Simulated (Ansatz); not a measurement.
# Counterpoise correction, worked out

The pair of HF (SMILES F, atoms 1–2) and SiNH5 (SMILES [SiH3]N, atoms 3–9), both closed shells, in one local arrangement (a lower one may exist), relaxed at PBE0-D4/def2-TZVP:

```tsv
atom	x (Å)	y (Å)	z (Å)
F1	-0.7345	0.5738	-2.4337
H2	-0.6826	0.5741	-1.4799
Si3	0.6922	-0.6286	0.6077
N4	-0.5538	0.5390	0.2056
H5	0.2558	-1.9330	0.0588
H6	1.9441	-0.1624	-0.0315
H7	0.9169	-0.7682	2.0727
H8	-0.3533	1.4957	0.4695
H9	-1.4848	0.3095	0.5309
```

Computed with Ansatz 0.2.0 (basis: def2-TZVPPD); correlated methods freeze the cores.

MP2 total energies in eV:

| system | geometry | basis functions | energy |
| --- | --- | --- | --- |
| pair | pair | all | -12165.14854 |
| HF | as in the pair | all (partner as ghosts) | -2730.35487 |
| SiNH5 | as in the pair | all (partner as ghosts) | -9434.33690 |
| HF | as in the pair | its own | -2730.33980 |
| SiNH5 | as in the pair | its own | -9434.31222 |
| HF | free (PBE0-D4 minimum) | its own | -2730.37406 |
| SiNH5 | free (PBE0-D4 minimum) | its own | -9434.32940 |

Work out the interaction energy with and without the counterpoise correction, the superposition error, and the binding energy from the relaxed fragments.

Without correction: -12165.14854 − (-2730.33980) − (-9434.31222) = -0.49652 eV.
With correction (each fragment in the whole basis): -12165.14854 − (-2730.35487) − (-9434.33690) = -0.45677 eV = -10.53 kcal/mol.
The superposition error is the difference, 0.03975 eV, 8 % of the uncorrected value: each fragment borrows its partner's functions.
Deformation from the free shapes: 0.03426 eV for HF and 0.01718 eV for SiNH5.
Binding energy from relaxed fragments: -0.45677 + 0.03426 + 0.01718 = -0.40533 eV = -9.35 kcal/mol (electronic, without zero-point energy; negative means bound). For comparison, the corrected interaction energy by CCSD(T) at an estimated basis limit (MP2 extrapolated from triple and quadruple zeta, plus CCSD(T) − MP2 in triple zeta) is -0.480 eV.

T1 diagnostic: at most 0.011.

For scale, one of the runs: CCSD(T)/def2-TZVPPD, 227 basis functions, launched by `ansatz run in.yaml --threads 4 --pin off --events-out ev --progress --plain --max-ram 9574MiB`. Time: 34 s of wall clock on 4 CPU threads of an Intel Xeon Platinum 8259CL; the host was shared. Peak host memory: 3.8 GiB.
